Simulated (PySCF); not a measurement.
Species: C6H10.
SMILES: `C1C[C@@H]2C[C@@H]2C1`

Jobs on this species (16 atoms, 46 electrons) with PySCF (density fitting). Hardware of each: one thread, Arm Neoverse V1, shared host. Times come from a shared host and carry two figures at best.

Problem. Rank these jobs by wall time, shortest first.
A. PBE0/pcSseg-1; shieldings, ring-centre shieldings, charges and field gradients; 152 basis functions
B. B3LYP/pcJ-1; spin–spin couplings from 16 perturbed nuclei, spin–dipole term left out; 262 basis functions
C. CAM-B3LYP/def2-SVPD; 10 singlets by full TDDFT, 4 Tamm–Dancoff triplets, polarisability, ΔSCF ions; 200 basis functions

Solution. A (18 s), B (58 s), C (1.9 min).

All jobs:

```json
{"level and settings": "PBE0/pcSseg-1", "work": "shieldings, ring-centre shieldings, charges and field gradients", "basis functions": "152", "SCF cycles": "12", "wall time": "18 s"}
{"level and settings": "PBE0-D3(BJ)/def2-SVP, grid level 1", "work": "geometry optimisation from an MMFF94s start", "basis functions": "134", "SCF cycles": "34", "wall time": "45 s"}
{"level and settings": "B3LYP/pcJ-1", "work": "spin–spin couplings from 16 perturbed nuclei, spin–dipole term left out", "basis functions": "262", "SCF cycles": "13", "wall time": "58 s"}
{"level and settings": "PBE0/pcSseg-2", "work": "shieldings, ring-centre shieldings", "basis functions": "356", "SCF cycles": "14", "wall time": "80 s"}
{"level and settings": "CAM-B3LYP/def2-SVPD", "work": "10 singlets by full TDDFT, 4 Tamm–Dancoff triplets, polarisability, ΔSCF ions", "basis functions": "200", "SCF cycles": "12", "wall time": "1.9 min"}
```

Problem. What do all jobs in the table cost together?

Solution. About 5.2 min; the longest takes about 36 % of that, and about 6.3 times as long as the shortest.
